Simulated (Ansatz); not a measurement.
**CH₅BS: small, medium and large basis sets**

How large a basis does CH₅BS need? Two functionals and correlated methods are run in growing sets.

Computed with Ansatz 0.2.0, Gaussian basis. Level: one geometry, several basis sets.

Plan: PBE0-D4/def2-SVP; ωB97M-V/def2-SVP; PBE0-D4/def2-QZVPP; ωB97M-V/def2-QZVPP; CCSD(T)/cc-pV(D+d)Z; CCSD(T)/cc-pV(T+d)Z; CCSD(T)/cc-pV(Q+d)Z; the functionals' def2-TZVPP values are taken from earlier runs.

## 1. Structure used throughout

An earlier PBE0-D4 in a triple-zeta def2 set relaxation fixed the geometry.

SMILES `BSC`, 8 atoms, charge 0, spin multiplicity 1.

Atoms are counted from 1 here; the program's logs count them from 0.

Bond lengths: B1–S2 1.749 Å, B1–H4 1.194 Å, B1–H5 1.193 Å, S2–C3 1.809 Å, C3–H6 1.090 Å, C3–H7 1.090 Å, C3–H8 1.088 Å. Angles: S2–B1–H4 121.2°, S2–B1–H5 115.9°, H4–B1–H5 123.0°, B1–S2–C3 105.8°, S2–C3–H6 109.1°, S2–C3–H7 109.0°, S2–C3–H8 109.9°, H6–C3–H7 109.0°, H6–C3–H8 109.9°, H7–C3–H8 109.9°.

## 2. PBE0-D4 in def2-SVP

Input file in.yaml:

```yaml
crystal:
  periodic: [false, false, false]
  atoms:
    - {symbol: B, position_ang: [-0.869860, 0.955377, -0.908043]}
    - {symbol: S, position_ang: [0.707846, 0.854070, -0.159016]}
    - {symbol: C, position_ang: [0.741398, -0.735745, 0.702946]}
    - {symbol: H, position_ang: [-1.667750, 0.075288, -0.790320]}
    - {symbol: H, position_ang: [-1.086108, 1.947787, -1.532927]}
    - {symbol: H, position_ang: [0.910647, -0.561005, 1.765134]}
    - {symbol: H, position_ang: [1.559561, -1.336980, 0.307263]}
    - {symbol: H, position_ang: [-0.203535, -1.255992, 0.559162]}
basis:
  gaussian: {orbitals: def2-SVP}
hamiltonian: {xc: pbe0, dispersion: d4}
output: {orbitals: {seedname: orbitals}}
```

Started as:

```
$ ansatz run in.yaml --threads 2 --pin off --events-out ev --progress --plain --max-ram 32768MiB --backend cpu
```

The runs that follow: ωB97M-V in def2-SVP; PBE0-D4 in def2-QZVPP; ωB97M-V in def2-QZVPP; CCSD(T) in cc-pV(D+d)Z; CCSD(T) in cc-pV(T+d)Z; CCSD(T) in cc-pV(Q+d)Z.

**Question.** What will the summary of the whole plan be? Wanted: MP2 correlation recovered, cc-pV(D+d)Z; MP2 correlation recovered, cc-pV(T+d)Z; MP2 correlation recovered, cc-pV(Q+d)Z; CCSD(T) limit from def2 sets; PBE0-D4: double and triple zeta above quadruple; ωB97M-V: double and triple zeta above quadruple.

**Answer**, as computed:

| quantity | value |
| --- | --- |
| MP2 correlation recovered, cc-pV(D+d)Z | 71.3 % |
| MP2 correlation recovered, cc-pV(T+d)Z | 89.1 % |
| MP2 correlation recovered, cc-pV(Q+d)Z | 95.5 % |
| CCSD(T) limit from def2 sets (earlier runs) less the limit of this series | -46 meV |
| PBE0-D4: double and triple zeta above quadruple | 6.20, 0.44 eV |
| ωB97M-V: double and triple zeta above quadruple | 6.32, 0.42 eV |

PBE0-D4 gains 5.76 eV from double to triple zeta, then 0.44 eV more. Correlation climbs from 71 % (cc-pV(D+d)Z) to 95 % (cc-pV(Q+d)Z) of the limit; Hartree-Fock is 0.063 eV from its own by then. A limit from the def2 sets, made apart, differs by 46 meV, a least measure of the doubt on such a limit. Total energies overstate the basis error of differences, where much of it tends to cancel.
